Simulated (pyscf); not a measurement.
This saddle point was located with ωB97X-D3(BJ)/def2-SVP in PySCF.

```
Sn
O 1 1.9625
H 2 0.9658 1 111.96
O 1 1.9626 2 106.07 3 -155.72
H 4 0.9659 1 111.65 2 38.99
O 1 1.9637 2 106.62 3 -33.89
H 6 0.9657 1 112.47 2 163.68
O 1 1.9783 2 114.38 3 85.40
H 8 1.2989 1 99.92 2 58.68
C 9 1.2315 8 161.20 1 -1.68
H 10 1.0971 9 106.26 8 63.48
H 10 1.0975 11 113.53 9 -113.00
H 10 1.0978 11 112.80 12 -130.40
```
Charge 0, spin multiplicity 2.

Surface: doublet, charge 0. Lowest wavenumbers (cm⁻¹): 1073i, 35, 90, 98, 126.

Question: Which two sides does it connect, and which bonds change?

Answer: HO–Sn(OH)(OH)–OH (SMILES [OH][Sn]([OH])([OH])[OH]) + CH₃• (SMILES [CH3]) ⇌ •O–Sn(OH)(OH)–OH (SMILES [O][Sn]([OH])([OH])[OH]) + CH₄ (SMILES C), a hydrogen abstraction read from left to right: H–O broken and C–H formed. At ωB97M-D3(BJ)/def2-TZVP it lies +14.9 kcal/mol from the left side and +3.2 kcal/mol from the right (each side as separated species at their lowest minima found). On the reactant side the descent ends in a complex (not fully relaxed), 4.6 kcal/mol under the separated species and 17.2 kcal/mol under the saddle at ωB97X-D3(BJ)/def2-TZVP. At ωB97X-D3(BJ) the barrier from the zero used here is 12.6 kcal/mol. This is the saddle that the search found; another between the same sides may lie lower. The angle at the transferred H is 161°. Elements past Kr carry the def2 core potentials, without spin-orbit coupling.
